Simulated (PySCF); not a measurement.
C3N2 (triplet state).
Bonds: N1–C2 (triple), C2–C3, C3–C4, C4–N5 (triple).

Identity: `N#C[C]C#N` [triplet].

Computed with UKS B3LYP, pcH-1 on C N, non-relativistic, mean-field spin-orbit, GIAO in PySCF 2.14.0. Isolated species at its GFN2-xTB geometry, gas phase. This triplet need not be the ground state; the singlet was not compared here. Couplings are sensitive to structure, and on GFN2-xTB geometries they can be far from those on DFT ones. ⟨S²⟩ is 2.072 where a pure state has 2.00.

What is the g tensor, term by term?

```tsv
Δg (ppm)	1	2	3
relativistic mass correction	-199	-199	-199
gauge correction	45	15	15
orbital Zeeman/spin–orbit	0	1210	1210
total	-153	1026	1026
```

So g = 2.00217, 2.00335, 2.00335 and g_iso = 2.00295; the tensor is axial. Axes: g1 lies along the molecular axis.

What are the electron Larmor frequencies g μB B/h along the three axes at 1200 mT?

33.6274, 33.6472, 33.6472 GHz for g1, g2 and g3, a range of 19.8 MHz.

Average each term over the three axes. Which is largest in size?

The orbital-Zeeman/spin–orbit term 807, the mass correction -199 and the gauge correction 25 ppm, for a total of 633 ppm. The orbital-Zeeman/spin–orbit term is the largest in size. The mass correction is the same along every axis, so the anisotropy comes from the other two: their spans along these axes are 30 (gauge) and 1210 ppm (orbital Zeeman/spin–orbit).

The Mulliken spin populations are largest on C3 (+1.26), N5 (+0.76), N1 (+0.76) and C4 (-0.39). Three atoms exceed +0.15.

The HOMO–LUMO gaps are 7.36 eV among the α and 5.50 eV among the β orbitals.
